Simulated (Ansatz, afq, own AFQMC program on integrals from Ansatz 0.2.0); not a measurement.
Integrals from Ansatz 0.2.0, then the random walk in our own AFQMC program (afq).

```yaml
crystal:
  periodic: [false, false, false]
  atoms:
    - {symbol: Te, position_ang: [0.000000, 0.000000, 0.000000]}
basis:
  gaussian: {orbitals: def2-SVP}
magnetization: {spin_polarized: true, initial_magnetization: 2}
correlation: {method: ccsd_t, electrons: outside_noble_gas, hamiltonian_folder: ham}
```

```sh
$ ansatz run in.yaml --threads 1 --pin off --events-out ev --progress --plain --max-ram 24576MiB --backend cuda --devices 0, --max-vram 18GiB
```

Options of the walk:

```
--method phaseless --trial cisd --walkers 4000 --populations 20 --least-time 60 --time-step 0.005 --steps-per-block 50 --equilibration-blocks 28 --max-blocks 4000 --target-error 9e-05 --factor-cut 1e-05 --start spin_pure --seed 3474 --release-times 0.24,0.5,1,1.5 --release-step 0.02 --release-every 3 --taylor-order 6
```

Times are imaginary, in 1/Eh. The walk had a cap of 122 s. With eight or more populations the least sampling time is a fifth of least-time, and the error comes from their spread. Filled inner d shells are frozen with the cores. Core potentials past Kr, no spin–orbit coupling.

Output of the walk:

```
orbitals 17  electrons 4 2  factors 99 of 144
reference energy -266.99681262 Eh
CCSD correlation -0.07363624 Eh in 8 cycles, weight of the determinant in the CISD state 0.9490
energy of the start -267.070421 Eh
 block  time / (1/Eh)  mean weight  energy / Eh
     1     0.250  1.0000  -267.070126
     2     0.500  0.9999  -267.070218
     3     0.750  1.0000  -267.070408
     4     1.000  1.0000  -267.070585
     5     1.250  0.9999  -267.070839
     9     2.250  1.0000  -267.071257
    15     3.750  1.0000  -267.071289
    23     5.750  1.0000  -267.071450
    31     7.750  1.0000  -267.071492
    37     9.250  1.0001  -267.071558
    39     9.750  0.9998  -267.071432
    47    11.750  1.0001  -267.071373
    55    13.750  1.0001  -267.071305
    63    15.750  1.0002  -267.071387
    71    17.750  1.0001  -267.071370
    79    19.750  1.0001  -267.071377
    83    20.750  0.9999  -267.071220
    87    21.750  1.0000  -267.071347
error from the spread of 20 populations
released: time / (1/Eh)  energy / Eh  error  mean overlap
  0.24  -267.071422  0.000012  0.9999
  0.50  -267.071441  0.000014  1.0007
  1.00  -267.071471  0.000013  0.9988
  1.50  -267.071462  0.000020  1.0016
energy -267.071310 +/- 0.000090 Eh
(rows thinned)
```

The run passed its tests (sampling time, drift between the halves within three errors, error under three times the target), which doesn't prove that it has relaxed.

Against this walk (error 2.4 meV) on the same determinant: CCSD(T) 2.7 meV higher (within the noise), CCSDT(Q) 4.6 meV lower (within the noise), CCSDTQ 5.1 meV lower, full CI 5.1 meV lower. The error is statistical and leaves out the bias of the constraint. Released to 1.50 1/Eh the energy moves by -4.1 ± 2.5 meV (both errors), within twice the noise.

Cautions: constraint bias not in the error; no spin-orbit coupling; inner d shell frozen.

The walk took 50 s on 1 × NVIDIA H100 80GB HBM3 with 2 threads of AMD EPYC 7R13 Processor (Zen 3) (shared host) (the card was shared). The log's last line is the phaseless energy.

CCSDT and higher add their correlation energy to the determinant of the CCSD(T) run, since their own runs factorise the integrals more tightly (a shift of under 2 meV). A walk keeps the symmetry of its determinant, which the program's search chose and which needn't be the lowest solution, so a lower state of the same spin and another symmetry isn't excluded.
